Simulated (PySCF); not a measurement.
Compound: dimethylformamide, C₃H₇NO.
Atom-mapped SMILES: `[CH3:1][N:2]([CH3:3])[CH:4]=[O:5]` (hydrogens: H6, H7, H8 on C1; H9, H10, H11 on C3; H12 on C4)

The same species was optimised twice, with GFN2-xTB and with PBE0-D3(BJ)/def2-SVP (PySCF), and the same property calculations (PySCF, gas phase) were run on both structures.

```json
{"coordinate": "N2–C4 (Å)", "GFN2-xTB": "1.343", "PBE0-D3(BJ)/def2-SVP": "1.360", "change": "+0.017"}
{"coordinate": "C1–H6 (Å)", "GFN2-xTB": "1.088", "PBE0-D3(BJ)/def2-SVP": "1.100", "change": "+0.012"}
{"coordinate": "C3–H11 (Å)", "GFN2-xTB": "1.092", "PBE0-D3(BJ)/def2-SVP": "1.104", "change": "+0.012"}
{"coordinate": "C3–H10 (Å)", "GFN2-xTB": "1.093", "PBE0-D3(BJ)/def2-SVP": "1.104", "change": "+0.011"}
{"coordinate": "C4–H12 (Å)", "GFN2-xTB": "1.107", "PBE0-D3(BJ)/def2-SVP": "1.118", "change": "+0.011"}
{"coordinate": "C1–H7 (Å)", "GFN2-xTB": "1.094", "PBE0-D3(BJ)/def2-SVP": "1.104", "change": "+0.010"}
{"coordinate": "C1–H8 (Å)", "GFN2-xTB": "1.094", "PBE0-D3(BJ)/def2-SVP": "1.104", "change": "+0.010"}
{"coordinate": "C3–H9 (Å)", "GFN2-xTB": "1.088", "PBE0-D3(BJ)/def2-SVP": "1.098", "change": "+0.010"}
{"coordinate": "N2–C3 (Å)", "GFN2-xTB": "1.443", "PBE0-D3(BJ)/def2-SVP": "1.439", "change": "-0.004"}
{"coordinate": "C1–N2 (Å)", "GFN2-xTB": "1.437", "PBE0-D3(BJ)/def2-SVP": "1.435", "change": "-0.002"}
{"coordinate": "C4=O5 (Å)", "GFN2-xTB": "1.208", "PBE0-D3(BJ)/def2-SVP": "1.209", "change": "+0.001"}
{"coordinate": "C1–N2–C3 (°)", "GFN2-xTB": "116.5", "PBE0-D3(BJ)/def2-SVP": "118.3", "change": "+1.8"}
{"coordinate": "C1–N2–C4 (°)", "GFN2-xTB": "123.3", "PBE0-D3(BJ)/def2-SVP": "121.9", "change": "-1.4"}
{"coordinate": "N2–C1–H8 (°)", "GFN2-xTB": "110.3", "PBE0-D3(BJ)/def2-SVP": "111.5", "change": "+1.2"}
{"coordinate": "N2–C1–H7 (°)", "GFN2-xTB": "110.3", "PBE0-D3(BJ)/def2-SVP": "111.4", "change": "+1.1"}
{"coordinate": "H6–C1–H7 (°)", "GFN2-xTB": "108.9", "PBE0-D3(BJ)/def2-SVP": "108.1", "change": "-0.8"}
{"coordinate": "H10–C3–H11 (°)", "GFN2-xTB": "109.0", "PBE0-D3(BJ)/def2-SVP": "108.3", "change": "-0.7"}
{"coordinate": "N2–C3–H10 (°)", "GFN2-xTB": "110.5", "PBE0-D3(BJ)/def2-SVP": "111.2", "change": "+0.7"}
{"coordinate": "H6–C1–H8 (°)", "GFN2-xTB": "108.9", "PBE0-D3(BJ)/def2-SVP": "108.2", "change": "-0.7"}
{"coordinate": "C1–N2–C4–O5 (°)", "GFN2-xTB": "180", "PBE0-D3(BJ)/def2-SVP": "180", "change": "0"}
```

Rotational constants: A = 9177, B = 4238, C = 3009 MHz (GFN2-xTB) against A = 9012, B = 4224, C = 2985 MHz (PBE0-D3(BJ)/def2-SVP). Point groups within 0.08 Å: Cs and Cs. Atoms that the bonding makes alike are paired by their places after alignment.

On the GFN2-xTB structure: HOMO (eV) -7.08 [PBE0/pcSseg-1]; LUMO (eV) 0.91 [PBE0/pcSseg-1]; dipole (D) 4.13 [PBE0/pcSseg-1]; GIAO shielding of C1/C3 (mean) (ppm) 152.7 [PBE0/pcSseg-1]; GIAO shielding of N2 (ppm) 146.2 [PBE0/pcSseg-1]; GIAO shielding of C4 (ppm) 24.9 [PBE0/pcSseg-1]; GIAO shielding of O5 (ppm) -76.0 [PBE0/pcSseg-1].

Task: What do these properties become on the PBE0-D3(BJ)/def2-SVP structure?

Result: 
| property | level | on GFN2-xTB | on PBE0-D3(BJ)/def2-SVP | change |
| --- | --- | --- | --- | --- |
| HOMO (eV) | PBE0/pcSseg-1 | -7.08 | -7.08 | 0.00 |
| LUMO (eV) | PBE0/pcSseg-1 | 0.91 | 0.79 | -0.12 |
| dipole (D) | PBE0/pcSseg-1 | 4.13 | 4.01 | -0.12 |
| energy, GFN2-xTB geometry as zero (kcal/mol) | PBE0/pcSseg-1 | 0.0 | -0.2 | -0.2 |
| GIAO shielding of C1/C3 (mean) (ppm) | PBE0/pcSseg-1 | 152.7 | 151.7 | -1.0 |
| GIAO shielding of N2 (ppm) | PBE0/pcSseg-1 | 146.2 | 143.2 | -3.0 |
| GIAO shielding of C4 (ppm) | PBE0/pcSseg-1 | 24.9 | 22.4 | -2.5 |
| GIAO shielding of O5 (ppm) | PBE0/pcSseg-1 | -76.0 | -85.0 | -9.0 |

The heavy atoms differ by 0.012 Å rms after alignment. Among all bonds N2–C4 changes most (+0.017 Å). Changes are differences of the printed values. Neither structure is proved a minimum here.

The values belong to the conformer `[CH3:1][N:2]([CH3:3])[CH:4]=[O:5]`: C1–N2–C4–O5 180°.
